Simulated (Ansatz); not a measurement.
in.yaml

```yaml
crystal:
  periodic: [false, false, false]
  atoms:
    - {symbol: N, position_ang: [-0.015433, -0.009008, 1.617940]}
    - {symbol: Si, position_ang: [-0.016266, -0.025151, -0.033013]}
    - {symbol: O, position_ang: [0.031698, 0.034159, -1.584927]}
basis:
  gaussian: {orbitals: def2-SVP, fitting: {mean_field: def2-universal-jkfit}}
magnetization: {spin_polarized: false, initial_magnetization: 1}
correlation: {method: ccsd, electrons: outside_noble_gas, diis_vectors: 12}
scf: {lower_state_search: light}
```

```sh
$ ansatz run in.yaml --threads 1 --pin off --events-out ev --progress --plain --max-ram 2393MiB
```

Output:

```
282 factors; integrals over basis functions are off by at most 9.6e-2 eV
mean field evaluation 1: about -11368.0504 eV, gradient 4.2e1 eV
mean field evaluation 2: about -11368.4811 eV, gradient 4.2e1 eV
mean field evaluation 4: about -11371.9246 eV, gradient 2.2e0 eV
mean field evaluation 8: about -11371.9455 eV, gradient 2.4e-6 eV
mean field evaluation 16: about -11371.9455 eV, gradient 8.2e-3 eV
mean field evaluation 32: about -11371.9456 eV, gradient 2.2e-4 eV
mean field evaluation 64: about -11371.9454 eV, gradient 1.9e-1 eV
mean field evaluation 96: about -11370.0870 eV, gradient 2.2e1 eV
mean field evaluation 128: about -11371.9279 eV, gradient 1.1e0 eV
mean field evaluation 160: about -11370.0374 eV, gradient 7.8e-4 eV
mean field evaluation 192: about -11368.1660 eV, gradient 1.2e1 eV
mean field evaluation 224: about -11367.6587 eV, gradient 7.4e-2 eV
mean field evaluation 256: about -11370.0042 eV, gradient 2.2e0 eV
mean field evaluation 288: about -11362.6869 eV, gradient 3.0e-1 eV
mean field evaluation 320: about -11367.6396 eV, gradient 7.9e-2 eV
mean field -11371.94564467 eV, -417.9112942599 hartree, gradient 1.3e-11 eV, S^2 0.750000; 11 other end points of the search recorded, 0 dependent functions left out
mean field evaluation 352: about -11372.0446 eV, gradient 2.2e-2 eV
mean field evaluation 384: about -11371.9449 eV, gradient 2.9e0 eV
mean field evaluation 416: about -11372.0452 eV, gradient 1.4e-1 eV
determinant -11371.94564467 eV, -417.9112942599 hartree, with singles and doubles -11383.54327391 eV, -418.3374992735 hartree
determinant -11371.94551663 eV, -417.9112895545 hartree, with singles and doubles -11383.54335103 eV, -418.3375021075 hartree
determinant -11370.03737270 eV, -417.8411665585 hartree, with singles and doubles -11381.82843271 eV, -418.2744800218 hartree
determinant -11371.94564467 eV, -417.9112942599 hartree, with singles and doubles -11383.55400367 eV, -418.3378935847 hartree
determinant -11371.94551663 eV, -417.9112895545 hartree, with singles and doubles -11383.55407152 eV, -418.3378960783 hartree
7 core orbitals not correlated: weight in the atoms' cores, before any rotation towards them, 1.000 or more for the frozen orbitals, at most 0.000 for the correlated occupied ones
reference -11371.94564467 eV, -417.9112942599 hartree; 8, 7 occupied and 31, 32 virtual orbitals, 282 factors
second order -11.31020682 eV of doubles, -0.05434709 eV of singles
cycle   1  -11.60836071 eV  change   -1.7e-6 eV  update   3.4e-6
Total energy: -11383.55400538 eV, -418.3378936476 hartree
```

Ran on 1 thread of AMD EPYC 9R45, shared host: 3.3 s wall, 0.12 GiB peak host memory.
